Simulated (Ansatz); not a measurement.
# CH₅Al (triplet): the correlation ladder at distance Al1–H4 along a hydrogen transfer = 2.002 Å, cc-pVDZ

One table from this session's results is given with a row withheld; the runs are named, their logs left out.

The runs use Ansatz 0.2.0, Gaussian basis; cc-pVDZ, core rule «outside noble gas», up to 6 orbitals frozen.

The runs, in order: UHF; CCSD(T) on ROHF; CCSD(T) on UHF; BCCD(T) on ROHF; CISD; CCSDT(Q) on ROHF; CCSDT(Q) on UHF; CASSCF and NEVPT2, 4 electrons in 4 orbitals.

7 further runs of the same task are left out: 1 for a mislabelled method, 6 that didn't finish.

### The system

The geometry derives from fragments relaxed apart (PBE0/def2-TZVP) and kept rigid, so it is no stationary point. A hydrogen atom is moved between rigid fragments.

7 atoms, charge 0, spin multiplicity 3.

Atoms are counted from 1 here; the program's logs count them from 0.

Bond lengths: Al1–H2 1.586 Å, Al1–H3 1.586 Å, H4–C5 1.090 Å, C5–H6 1.079 Å, C5–H7 1.079 Å. Angles: H2–Al1–H3 120.0°, H4–C5–H6 112.6°, H4–C5–H7 112.6°, H6–C5–H7 134.8°.

The first run:

Contents of in.yaml:

```yaml
crystal:
  periodic: [false, false, false]
  atoms:
    - {symbol: Al, position_ang: [-1.013473, 0.000000, 0.000000]}
    - {symbol: H, position_ang: [-1.806396, 1.373384, 0.000000]}
    - {symbol: H, position_ang: [-1.806396, -1.373384, 0.000000]}
    - {symbol: H, position_ang: [0.988527, 0.000000, 0.000000]}
    - {symbol: C, position_ang: [2.078527, 0.000000, 0.000000]}
    - {symbol: H, position_ang: [2.492996, 0.000000, 0.996161]}
    - {symbol: H, position_ang: [2.492996, 0.000000, -0.996161]}
basis:
  gaussian: {orbitals: cc-pVDZ}
magnetization: {spin_polarized: true, initial_magnetization: 2}
hamiltonian: {xc: hf}
output: {orbitals: {seedname: orbitals}}
```

Run with:

```console
> ansatz run in.yaml --threads 1 --pin off --events-out ev --progress --plain --max-ram 2393MiB
```

Steps of the session up to this table: UHF; CCSD(T) on ROHF; CCSD(T) on UHF; BCCD(T) on ROHF; CISD; CCSDT(Q) on ROHF; CCSDT(Q) on UHF; CASSCF and NEVPT2, 4 electrons in 4 orbitals.

One of the session's tables, all rows but one given; the rest of the session is left out.

It belongs to the step «Misses and costs». 

| method | from UCCSDT(Q) (kJ/mol) |
| --- | --- |
| ROHF | +643.1 |
| UHF | +625.0 |
| RMP2 | ? |
| UMP2 | +126.2 |
| CISD | +63.5 |
| RCCSD | +15.0 |
| UCCSD | +14.7 |
| RCCSD(T) | +3.0 |
| UCCSD(T) | +3.0 |
| BCCD(T) | +3.1 |
| RCCSDT | +0.6 |
| UCCSDT | +0.5 |
| RCCSDT(Q) | +0.1 |
| UCCSDT(Q) | 0 |
| CASSCF pair | +598.9 |
| NEVPT2 pair | +128.8 |

**Question.** Estimate the row for RMP2.

As computed: from UCCSDT(Q) (kJ/mol): +125.6. In the column «from UCCSDT(Q) (kJ/mol)» it lies between CISD (+63.5) and UMP2 (+126.2).

Limits of these values: Restricted and unrestricted rows rest on different reference determinants; where their highest levels disagree by more than a few hundredths of an eV, they describe different states and don't form one ladder.
